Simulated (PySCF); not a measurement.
**Where the electron goes**

Compound: nitrogen trifluoride, NF₃.
SMILES with atom numbers: `[F:1][N:2]([F:3])[F:4]`

Structure used (PBE0-D3(BJ)/def2-SVP), in Å, numbered top down from 1:
```xyz
4
NF3 angstrom
F     -0.5514    1.0728   -0.1658
N      0.0076   -0.0031    0.4329
F     -0.6444   -1.0331   -0.1513
F      1.2262   -0.0619   -0.1488
```

Level of theory: TDDFT B3LYP/def2-SVPD, vertical, gas phase, core orbitals frozen in the response in PySCF 2.14.0, density-fitted response routines.

Kohn–Sham orbitals with the atoms that hold most of them (Löwdin shares over 4%, at most four atoms; ? is withheld):

```
orbital  ε (eV)                           atoms
 HOMO-3  -12.87          F4 52%, F1 30%, F3 16%
 HOMO-2  -12.86          F3 49%, F1 36%, F4 14%
 HOMO-1  -12.41          F3 34%, F1 33%, F4 33%
   HOMO       ?                               ?
   LUMO    0.24   N2 47%, F3 23%, F1 22%, F4 8%
 LUMO+1    0.25  N2 47%, F4 27%, F1 15%, F3 11%
 LUMO+2    0.38  N2 33%, F3 23%, F4 23%, F1 21%
```

Give the leading atoms of the HOMO.

N2 (bonded to 3 F) 46%; F1 (bonded to N) 18%; F4 (bonded to N) 18%; F3 (bonded to N) 18%. By element: fluorine 54%, nitrogen 46%.

What is the HOMO energy, and the HOMO–LUMO gap?

ε(HOMO) = -10.02 eV; the gap is 10.26 eV (0.3771 hartree).

Within 0.005 eV of a neighbour in this list lie HOMO-3/HOMO-2 (point group found: C3v); within a degenerate set the shares of single atoms can hang on how the components are chosen.

The HOMO–LUMO gap is 10.26 eV. Where does the response calculation put the lowest singlet, and from which orbitals?

S1 is at 8.51 eV (f = 0.011), 1.75 eV below the gap, made of HOMO→LUMO+2 (96%). Its leading pair isn't HOMO and LUMO; the energies of that pair differ by 10.40 eV. Without the coupling terms of the response equations the lowest excitation would equal the gap.

Next come S2 at 8.92 eV (f 0.050), HOMO→LUMO/LUMO+1 (≥95%); S3 at 8.93 eV (f 0.050), HOMO→LUMO/LUMO+1 (≥95%); S4 at 10.82 eV (f 0.0001), HOMO-1→LUMO+2 (88%); S5 at 10.87 eV (f 0.0042), HOMO-1→LUMO/LUMO+1 (≥80%).

Orbitals of the list HOMO-3 to LUMO+2 that lie within 0.01 eV of each other are written together with a slash and their weights summed (≥ marks a lower bound); for degenerate orbitals outside that list single weights are arbitrary.

Löwdin shares depend on the basis, the more so with diffuse functions.
